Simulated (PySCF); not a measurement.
Method: B3LYP-D3(BJ)/def2-TZVP // PBE0-D4/def2-TZVP (PySCF). Isolated molecules, 0 K electronic values unless said otherwise. B3LYP has the VWN-RPA correlation part, as in Gaussian. 

Reference species (SMILES): `[CH2]C` (neutral, multiplicity 2).

The highest occupied spin orbital is -5.61 eV.

Changed species: `[C-]#[N+][CH2]` (radical fragment; the reference has radical fragment).

Task: Predict the effect on the highest occupied spin orbital.

Result: the highest occupied spin orbital drops by 1.13 eV, to -6.74 eV.
